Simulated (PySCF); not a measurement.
## Relaxation of triplet H2S

Level of theory: UPBE0 in PySCF with S def2-TZVP, H def2-TZVP; no relativity; density-fitted integrals. A (50,194) grid was used.

A hand-made linear start, of D∞h symmetry, held to at least that symmetry:

Coordinates in bohr (charge 0 multiplicity 3):
```
S     0.0000    0.0000    0.0000
H     0.0000    0.0000    2.5511
H     0.0000    0.0000   -2.5511
```

Optimiser trace:
| step | E − E(last) (kJ/mol) | largest gradient (Eh/bohr) |
| --- | --- | --- |
| 0 | 43.52 | 0.06086 |
| 1 | 5.86 | 0.01889 |
| 2 | 0.60 | 0.00563 |
| 3 | 0.01 | 0.00080 |
| 4 | 0.00 | 0.00004 |

It ends at D∞h with S–H 1.515 Å (×2); H–S–H 180.0°. A frequency run shows 2 imaginary modes, down to 536i cm⁻¹, so it is a higher-order saddle point.

Final geometry:
Coordinates in bohr (charge 0 multiplicity 3):
```
S     0.0000    0.0000    0.0000
H     0.0000    0.0000    2.8627
H     0.0000    0.0000   -2.8627
```

At this level a singlet minimum of C2v symmetry lies 409 kJ/mol below this structure.
